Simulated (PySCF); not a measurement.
Silicon: a sound run and one with changed settings

Sound run: Si [Ne] 3s2 3p2, Si⁺ [Ne] 3s2 3p1. Calculation: PySCF 2.14, in aug-cc-pVDZ-DK; the spin-free X2C one-electron Hamiltonian (Gaussian nucleus). The sound run starts from symmetry-adapted Hartree-Fock orbitals and uses a fine grid where one is needed.

Changed run: radial step 1.2 in ln r (0.13 in the sound run). This setting is unsound on purpose.

```
species  method  sound run (hartree)  changed run (hartree)  converged
     Si     UHF           -289.45293             -289.45293        yes
     Si     LDA           -288.80088             -288.33255        yes
     Si    TPSS           -289.99366             -289.44636        yes
    Si⁺     UHF           -289.17216             -289.17216        yes
    Si⁺     LDA           -288.49827             -287.93438        yes
    Si⁺    TPSS           -289.69205             -289.02604        yes
```

Ionisation energy of Si:

```tsv
method	sound run (eV)	changed run (eV)
UHF	7.640	7.640
LDA	8.234	10.835
TPSS	8.207	11.438
```

A coarse radial grid mis-integrates the density and the exchange-correlation energy, with errors of either sign; Hartree-Fock needs no grid.

For comparison, NIST gives 8.152 eV between the lowest levels.
